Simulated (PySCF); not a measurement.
# CCl3F: the cost of one run

Program: PySCF 2.14.0. Level of theory: levels as typed in each script, gas phase, geometry from GFN2-xTB. These are calculated values, not measurements.

## Step 1: Starting geometry

SMILES `FC(Cl)(Cl)Cl`, 5 atoms, charge 0, spin multiplicity 1.

Bond lengths: F1–C2 1.337 Å, C2–Cl3 1.771 Å, C2–Cl4 1.771 Å, C2–Cl5 1.771 Å. Angles: F1–C2–Cl3 108.5°, F1–C2–Cl4 108.6°, F1–C2–Cl5 108.5°, Cl3–C2–Cl4 110.4°, Cl3–C2–Cl5 110.4°, Cl4–C2–Cl5 110.4°.

As a file:

```xyz
5
charge 0, multiplicity 1
F    -0.0014   -0.0002   -1.5904
C    -0.0002    0.0000   -0.2531
Cl   -0.3907    1.6327    0.3105
Cl    1.6098   -0.4777    0.3099
Cl   -1.2183   -1.1549    0.3109
```

## Step 2: Density, bond paths and surface potential (B3LYP/def2-svpd)

Input file input.py:

```python
import numpy as np
from pyscf import gto, scf, dft
from pyscf.scf import atom_ks, atom_hf
from scipy.linalg import block_diag

def solve(mol, dm0=None, hcore=None):
    mf = (dft.UKS if mol.spin else dft.RKS)(mol, xc='b3lyp')
    mf.grids.level = 3
    mf = mf.density_fit(auxbasis='def2-universal-jkfit')
    mf.conv_tol, mf.max_cycle = 1e-8, 80
    if hcore is not None:
        mf.get_hcore = lambda *args: hcore
    mf.kernel(dm0)
    if not mf.converged:
        mf = mf.newton().run(mf.mo_coeff, mf.mo_occ, max_cycle=30)
    assert mf.converged, 'SCF not converged'
    return mf

mol = gto.M(atom='''
F     -0.00142    -0.00018    -1.59038
C     -0.00020    -0.00004    -0.25307
Cl    -0.39074     1.63274     0.31049
Cl     1.60984    -0.47771     0.30989
Cl    -1.21828    -1.15492     0.31090
''', basis='def2-svpd', charge=0, spin=0, verbose=4)
mf = solve(mol)
mf.analyze()
# spherically averaged free atoms, for the promolecule
atm = atom_ks.get_atm_nrks(mol, xc='b3lyp')
pro = block_diag(*[(atm[a[0]][2] * atm[a[0]][3]) @ atm[a[0]][2].T for a in mol._atom])
np.savez('result.npz', e=mf.e_tot, c=mf.mo_coeff, occ=mf.mo_occ, eps=mf.mo_energy, pro=pro, dip=mf.dip_moment(verbose=0), s2=mf.spin_square()[0])
```

The run is started by

```console
$ OMP_NUM_THREADS=1 python input.py
```

Q: Estimate wall time and peak memory on 1 thread of Intel Xeon Platinum 8375C at 2.90GHz (Ice Lake), shared host.

About 10 s, with a peak of 0.51 GiB.
